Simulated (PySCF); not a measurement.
From results back to the method.

Species: 1-butyne, C4H6.
InChI=1S/C4H6/c1-3-4-2/h1H,4H2,2H3

The closed-shell ground state was solved 7 times with PySCF (density fitting, gas phase), always with PBE0, in these basis sets: 6-31+G*, 6-31G, IGLO-III, STO-3G, cc-pVTZ, def2-SVP and def2-TZVPD. Geometry: PBE0-D3(BJ)/def2-SVP; no solvent, vibrations or thermal averaging.

```json
{"row": "P", "total energy (Eh)": "-155.8245", "HOMO (eV)": "-7.63", "LUMO (eV)": "0.28", "dipole (D)": "0.85"}
{"row": "Q", "total energy (Eh)": "-153.8880", "HOMO (eV)": "-5.76", "LUMO (eV)": "5.25", "dipole (D)": "0.62"}
{"row": "R", "total energy (Eh)": "-155.8217", "HOMO (eV)": "-7.59", "LUMO (eV)": "0.96", "dipole (D)": "0.83"}
{"row": "S", "total energy (Eh)": "-155.8286", "HOMO (eV)": "-7.64", "LUMO (eV)": "0.61", "dipole (D)": "0.87"}
{"row": "T", "total energy (Eh)": "-155.7309", "HOMO (eV)": "-7.38", "LUMO (eV)": "1.80", "dipole (D)": "0.72"}
{"row": "U", "total energy (Eh)": "-155.7693", "HOMO (eV)": "-7.59", "LUMO (eV)": "0.42", "dipole (D)": "0.81"}
{"row": "V", "total energy (Eh)": "-155.6557", "HOMO (eV)": "-7.55", "LUMO (eV)": "1.29", "dipole (D)": "0.77"}
```

Task: Which basis belongs to which row?

Result: P = def2-TZVPD, Q = STO-3G, R = cc-pVTZ, S = IGLO-III, T = 6-31G, U = 6-31+G*, V = def2-SVP. From the lowest total energy up: IGLO-III (200 functions) 0 eV; def2-TZVPD (202 functions) +0.11 eV; cc-pVTZ (204 functions) +0.19 eV; 6-31+G* (84 functions) +1.61 eV; 6-31G (48 functions) +2.66 eV; def2-SVP (86 functions) +4.70 eV; STO-3G (26 functions) +52.81 eV.
